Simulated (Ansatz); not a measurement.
# C3H4 (singlet): the correlation ladder, cc-pVTZ

One table from this session's results is given with a row withheld; the runs are named, their logs left out.

Program: Ansatz 0.2.0, Gaussian basis. Level of theory: cc-pVTZ, core rule «outside noble gas», up to 3 orbitals frozen. These are calculated values, not measurements.

To be run: UHF; CCSD(T) on RHF; CCSDT(Q) on RHF.

2 further runs of the same task are left out: 2 set aside as unsound or not needed.

### What is computed

The geometry is an MP2(full)/6-31G* stationary point (not a proven minimum).

7 atoms, charge 0, spin multiplicity 1.

Atoms are counted from 1 here; the program's logs count them from 0.

Bond lengths: C1–C2 1.505 Å, C1–C3 1.505 Å, C1–H4 1.091 Å, C1–H5 1.091 Å, C2–C3 1.301 Å, C2–H6 1.078 Å, C3–H7 1.078 Å. Angles: C2–C1–C3 51.2°, C2–C1–H4 119.6°, C2–C1–H5 119.6°, C3–C1–H4 119.6°, C3–C1–H5 119.6°, H4–C1–H5 113.5°, C1–C2–C3 64.4°, C1–C2–H6 145.6°, C3–C2–H6 150.0°, C1–C3–C2 64.4°, C1–C3–H7 145.6°, C2–C3–H7 150.0°.

Set-up of the first run:

The input, in.yaml:

```yaml
crystal:
  periodic: [false, false, false]
  atoms:
    - {symbol: C, position_ang: [0.000000, 0.000000, 0.879033]}
    - {symbol: C, position_ang: [0.000000, -0.650545, -0.478068]}
    - {symbol: C, position_ang: [0.000000, 0.650545, -0.478068]}
    - {symbol: H, position_ang: [0.912438, 0.000000, 1.477121]}
    - {symbol: H, position_ang: [-0.912438, 0.000000, 1.477121]}
    - {symbol: H, position_ang: [0.000000, -1.584098, -1.017735]}
    - {symbol: H, position_ang: [0.000000, 1.584098, -1.017735]}
basis:
  gaussian: {orbitals: cc-pVTZ}
magnetization: {spin_polarized: true, initial_magnetization: 0}
hamiltonian: {xc: hf}
output: {orbitals: {seedname: orbitals}}
```

Started as:

```sh
> ansatz run in.yaml --threads 1 --pin off --events-out ev --progress --plain --max-ram 3956MiB --backend cpu
```

Steps of the session up to this table: UHF; CCSD(T) on RHF; CCSDT(Q) on RHF.

One table of the session follows, with a row left open; its other results are not shown here.

| method | from RCCSDT(Q) (meV) |
| --- | --- |
| RHF | +14555.7 |
| RMP2 | +1293.4 |
| RCCSD | ? |
| RCCSD(T) | +41.0 |
| RCCSDT | +40.5 |
| RCCSDT(Q) | 0 |

Q: Estimate the row for RCCSD from the others.

As computed: from RCCSDT(Q) (meV): +702.2. In the column «from RCCSDT(Q) (meV)» it lies between RCCSD(T) (+41.0) and RMP2 (+1293.4).

With the free atoms at the same levels and basis (separate runs), the atomisation energy is 28.747 eV at RCCSDT(Q), 28.746 eV at RCCSD(T), 21.513 eV at RHF.
